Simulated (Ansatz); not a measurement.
# C₂H₆B radical: one species, many methods

The task here is to estimate one member of a computed series from the others.

Computed with Ansatz 0.2.0, Gaussian basis. Level: functionals in def2-TZVPP, the program's frozen cores in correlated methods.

Levels to be run: LDA (SPW92), PBE-D4, revPBE-D4, BLYP-D4, r2SCAN-D4, B97M-V, PBE0-D4, B3LYP-D4, r2SCANh-D4, r2SCAN0-D4, HSE06-D4, BHLYP-D4, CAM-B3LYP-D4, LC-ωPBE, ωB97X-V, ωB97M-V, B2PLYP, PBE-QIDH; CCSD(T)/def2-SVP; CCSD(T)/def2-TZVPP; CCSD(T)/def2-QZVPP; extrapolation to the limit; RPA on PBE.

## The geometry

The geometry comes from an earlier relaxation with PBE0-D4 in a triple-zeta def2 set; it is a stationary point, not always the lowest conformer.

SMILES `C[B]C`, 9 atoms, charge 0, spin multiplicity 2.

Atoms are counted from 1 here; the program's logs count them from 0.

Bond lengths: C1–B2 1.545 Å, C1–H4 1.098 Å, C1–H5 1.092 Å, C1–H6 1.101 Å, B2–C3 1.545 Å, C3–H7 1.098 Å, C3–H8 1.092 Å, C3–H9 1.101 Å. Angles: B2–C1–H4 113.9°, B2–C1–H5 114.6°, B2–C1–H6 105.5°, H4–C1–H5 109.4°, H4–C1–H6 106.7°, H5–C1–H6 106.0°, C1–B2–C3 129.9°, B2–C3–H7 114.1°, B2–C3–H8 114.3°, B2–C3–H9 105.7°, H7–C3–H8 109.4°, H7–C3–H9 106.9°, H8–C3–H9 105.8°.

Set-up of the first run:

in.yaml reads:

```yaml
crystal:
  periodic: [false, false, false]
  atoms:
    - {symbol: C, position_ang: [-0.649319, 0.919397, -0.823262]}
    - {symbol: B, position_ang: [0.604101, 0.332183, -0.137647]}
    - {symbol: C, position_ang: [0.751439, -0.927520, 0.744459]}
    - {symbol: H, position_ang: [-1.398501, 0.166265, -1.099903]}
    - {symbol: H, position_ang: [-0.440505, 1.557318, -1.684112]}
    - {symbol: H, position_ang: [-1.119518, 1.570997, -0.070371]}
    - {symbol: H, position_ang: [0.009172, -1.709418, 0.537921]}
    - {symbol: H, position_ang: [1.751432, -1.366003, 0.737807]}
    - {symbol: H, position_ang: [0.580199, -0.589418, 1.778008]}
basis:
  gaussian: {orbitals: def2-TZVPP}
magnetization: {spin_polarized: true, initial_magnetization: 1}
hamiltonian: {xc: lda}
output: {orbitals: {seedname: orbitals}}
```

Launch:

```bash
ansatz run in.yaml --threads 2 --pin off --events-out ev --progress --plain --max-ram 32768MiB --backend cpu
```

Among the steps run: LDA; PBE-D4 (GGA); revPBE-D4 (GGA); BLYP-D4 (GGA); r2SCAN-D4 (meta-GGA); B97M-V (meta-GGA); PBE0-D4 (hybrid); B3LYP-D4 (hybrid); r2SCANh-D4 (hybrid); r2SCAN0-D4 (hybrid); HSE06-D4 (hybrid); BHLYP-D4 (hybrid); CAM-B3LYP-D4 (range-separated); LC-ωPBE (range-separated); ωB97X-V (range-separated); ωB97M-V (range-separated); B2PLYP (double hybrid); PBE-QIDH (double hybrid).

One of the session's tables, all rows but one given; the rest of the session is left out.

It belongs to the step «Frontier levels by functional». 

| functional | HOMO (eV) | gap (eV) |
| --- | --- | --- |
| LDA (SPW92) | -3.65 | 1.53 |
| PBE-D4 | -3.73 | 1.84 |
| revPBE-D4 | -3.72 | 1.91 |
| BLYP-D4 | -3.58 | 1.85 |
| r2SCAN-D4 | -4.06 | 2.51 |
| B97M-V | -3.72 | 1.93 |
| PBE0-D4 | -4.92 | 4.07 |
| B3LYP-D4 | -4.68 | 3.55 |
| r2SCANh-D4 | -4.50 | 3.31 |
| r2SCAN0-D4 | -5.17 | 4.52 |
| HSE06-D4 | -4.52 | 3.28 |
| BHLYP-D4 | -5.99 | 6.03 |
| CAM-B3LYP-D4 | -6.22 | 6.31 |
| LC-ωPBE | ? | ? |
| ωB97X-V | -7.13 | 8.19 |
| ωB97M-V | -6.78 | 7.59 |

Q: Estimate the row for LC-ωPBE from the others.

The run gave: HOMO (eV): -7.67; gap (eV): 9.17. In the column «HOMO (eV)» it is the lowest.
